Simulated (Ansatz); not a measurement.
A made-up structure of BSiNH$_{5}$, doublet:

```
atom    x (Å)    y (Å)    z (Å)
  N1  -1.3103   0.5291  -1.1167
  B2  -0.0079   0.4112  -0.9877
 Si3   0.5616  -0.3723   0.8286
  H4  -2.2408   0.4302  -0.7610
  H5   0.8432   0.6988  -1.7847
  H6  -0.4695   0.3471   0.0636
  H7   1.3265  -1.6296   0.6021
  H8   1.4403   0.6039   1.5301
```

It is relaxed with PBE-D4/def2-SVP and then PBE0-D4/def2-TZVP (Ansatz 0.2.0). Atoms count as bonded within 1.22 times the sum of their covalent radii (H–H: 0.88 Å). The end point is not checked to be a true minimum.

(1) Does its bonding change? (Judge from chemistry; the calculation decides.)

## Answers

(1) The calculation gives: Yes. Formed: none; broken: B2–Si3, B2–H6.

Where it ends: The first stage lowers the energy by 2.70 eV in 31 steps. It ends as a complex of BNH₂ ([BH][NH]) + SiH₃:
```json
{"atom": "N1", "x (Å)": "-1.1566", "y (Å)": "0.5554", "z (Å)": "-1.3310"}
{"atom": "B2", "x (Å)": "-0.0773", "y (Å)": "0.8148", "z (Å)": "-1.8684"}
{"atom": "Si3", "x (Å)": "0.7671", "y (Å)": "-0.5447", "z (Å)": "1.4938"}
{"atom": "H4", "x (Å)": "-2.0268", "y (Å)": "0.3496", "z (Å)": "-0.9022"}
{"atom": "H5", "x (Å)": "0.9481", "y (Å)": "1.0604", "z (Å)": "-2.3792"}
{"atom": "H6", "x (Å)": "-0.6677", "y (Å)": "-0.3372", "z (Å)": "1.8209"}
{"atom": "H7", "x (Å)": "0.9427", "y (Å)": "-1.6055", "z (Å)": "0.4685"}
{"atom": "H8", "x (Å)": "1.4136", "y (Å)": "0.7255", "z (Å)": "1.0719"}
```

Labels in which every atom is bracketed show which atoms are joined, not bond orders.

For scale, one of the runs: PBE0-D4/def2-TZVP relaxation, 129 basis functions, launched by `ansatz run in.yaml --threads 2 --pin off --events-out ev --progress --plain --max-ram 4352MiB`. Hardware: 2 CPU threads of an AMD EPYC 9R45, shared host. Wall time about 15 s.
